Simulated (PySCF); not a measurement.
# P2H2 (phosphanylidenephosphane) at CISD/STO-3G

Aim: the vertical ionisation energy of P2H2 (phosphanylidenephosphane) at CISD/STO-3G, from 2 runs. 

Program for the calculation: PySCF 2.14.0.

8 further runs of the same task are left out: 8 set aside as unsound or not needed.

## (1) Starting point

The species is P2H2 (4 atoms), meant as a singlet with charge 0. As SMILES, `[H]/P=P/[H]`. The coordinates come from a GFN2-xTB relaxation.

Bond lengths: P1–P2 2.016 Å, P1–H3 1.403 Å, P2–H4 1.403 Å. Angles: P1–P2–H4 94.8°, P2–P1–H3 94.8°.

## (2) The energy at CISD/STO-3G

calc.py

```python
from pyscf import gto, ci

mol = gto.M(
    atom='''
P     -0.046053    -1.896586     0.166957
P      0.046147     1.896416    -0.166787
H      1.960137    -2.017415     1.896000
H     -1.960232     2.017585    -1.896170
''',
    verbose=3,
    basis='sto-3g',
    max_memory=1860,
    unit='bohr',
)

calc0 = mol.RHF()
calc0.conv_tol = 1e-10
calc0.kernel()
if not calc0.converged:
    calc0 = calc0.newton().run(calc0.mo_coeff, calc0.mo_occ)

cisd = ci.CISD(calc0, frozen=10)
cisd.kernel()
etot = cisd.e_tot
print('Final energy', etot)
```

The run is started by

```sh
$ OMP_NUM_THREADS=1 python calc.py
```

The program printed:

```text
converged SCF energy = -674.920235946818
E(RCISD) = -675.0406819989265  E_corr = -0.1204460521088557
Final energy -675.0406819989265
```

It took 0.4 s on 1 thread of AMD EPYC 9R45 (Zen 5), shared host; peak memory 0.12 GiB.

## (3) The doublet cation at the same level

start.xyz

```xyz
4

P     -0.024370    -1.003630     0.088350
P      0.024420     1.003540    -0.088260
H      1.037260    -1.067570     1.003320
H     -1.037310     1.067660    -1.003410
```

job.py

```python
from pyscf import gto, scf, ci

mol = gto.M(
    atom='start.xyz',
    verbose=3,
    max_memory=1860,
    basis='sto-3g',
    charge=1,
    spin=1,
)

hf = scf.UHF(mol)
hf.conv_tol = 1e-10
hf.kernel()
if not hf.converged:
    hf = hf.newton().run(hf.mo_coeff, hf.mo_occ)

cisd = ci.CISD(hf, frozen=10)
cisd.kernel()
e_final = cisd.e_tot
print('E = %.10f Eh' % e_final)
```

The run is started by

```sh
$ OMP_NUM_THREADS=1 python job.py
```

The program printed:

```text
converged SCF energy = -674.700013841662  <S^2> = 0.78003101  2S+1 = 2.0298089
E(UCISD) = -674.8299886851983  E_corr = -0.1299748435358796
E = -674.8299886852 Eh
```

It took 0.46 s on 1 thread of AMD EPYC 9R45 (Zen 5), shared host; peak memory 0.1 GiB.

## (4) Outcome

Level: CISD/STO-3G, 10 core orbitals frozen.

| quantity | value |
| --- | --- |
| singlet P2H2: total energy | -675.04068 Eh |
| singlet P2H2: dipole moment (Hartree–Fock density) | 0.00 D |
| singlet P2H2: HOMO energy (Hartree–Fock orbitals) | -5.86 eV |
| singlet P2H2: LUMO energy (Hartree–Fock orbitals) | 4.98 eV |
| singlet P2H2: HOMO–LUMO gap (Hartree–Fock orbitals) | 10.84 eV |
| singlet P2H2: correlation energy (10 core orbitals frozen) | -120.4 mEh |
| doublet cation: total energy | -674.82999 Eh |
| doublet cation: HOMO energy (Hartree–Fock orbitals) (highest over α and β) | -13.91 eV |
| doublet cation: LUMO energy (Hartree–Fock orbitals) (lowest over α and β) | -5.47 eV |
| doublet cation: correlation energy (10 core orbitals frozen) | -130.0 mEh |
| doublet cation: ⟨S²⟩ of the reference determinant | 0.780 |
| vertical ionisation energy (to the doublet cation) | 5.733 eV |

In words: The vertical ionisation energy comes to 5.73 eV (132 kcal/mol). In a minimal basis such a difference can be off by several eV, whatever the method. Mulliken charges (doublet cation) of the mean-field density run from -0.00 on H3 to +0.50 on P1.
